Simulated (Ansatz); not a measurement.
# How the LO(Γ) frequency of zinc-blende BAs moves with the method

No measured value is used here.

```csv
level (code),value (cm⁻¹),cell (Å³/atom)
LDA (Ansatz),(withheld),13.25
PBE (Ansatz),680,13.90
PBE-D3(BJ) (Ansatz),701,13.52
r²SCAN (Ansatz),699,13.68
```

Problem. Complete the blanks.

Solution. 
- LDA (Ansatz, a program for electronic structure), value (cm⁻¹): 704

PBE-D3(BJ): the dispersion coefficients are held fixed in the derivatives. Each level is taken at its own relaxed cell. Cutoffs and k meshes differ between the levels. Ansatz's density-functional and Hartree–Fock values are scalar-relativistic unless marked +SOC, with PAW data made under PBE.
